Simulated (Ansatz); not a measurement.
One change: `c1cocn1` becomes `Nc1ncco1`.

Ansatz, PBE0-D4/def2-TZVP geometries, multiplicity 1. Each molecule was computed in one conformer, which needn't be the lowest.

| property | `c1cocn1` |
| --- | --- |
| HOMO–LUMO gap (PBE/def2-TZVPP) / eV | 5.14 |
| HOMO–LUMO gap (PBE0/def2-TZVPP) / eV | 7.22 |
| size of the dipole moment (PBE/def2-TZVPP) / D | 1.56 |
| LUMO energy (PBE/def2-TZVPP) / eV | -1.16 |
| HOMO energy (B3LYP/def2-TZVPP) / eV | -7.17 |
| HOMO energy (ωB97M-V/def2-TZVPP) / eV | -9.56 |

(1) What does the change do to each property? (Estimate.)

Answers

(1) The calculation gave: 
| property | `Nc1ncco1` | shift |
| --- | --- | --- |
| HOMO–LUMO gap (PBE/def2-TZVPP) / eV | 4.71 | -0.43 |
| HOMO–LUMO gap (PBE0/def2-TZVPP) / eV | 6.80 | -0.42 |
| size of the dipole moment (PBE/def2-TZVPP) / D | 1.96 | 0.40 |
| LUMO energy (PBE/def2-TZVPP) / eV | -0.38 | 0.78 |
| HOMO energy (B3LYP/def2-TZVPP) / eV | -6.01 | 1.16 |
| HOMO energy (ωB97M-V/def2-TZVPP) / eV | -8.37 | 1.19 |

With PBE0 the HOMO rises by 1.17 eV and the LUMO rises by 0.75 eV, so the gap narrows by about 0.42 eV. PBE moves the HOMO by 1.21 eV and ωB97M-V by 1.19 eV. Dipoles are sizes alone; their direction can turn.

B3LYP here is the variant with VWN-RPA as its local correlation; programs differ in this.
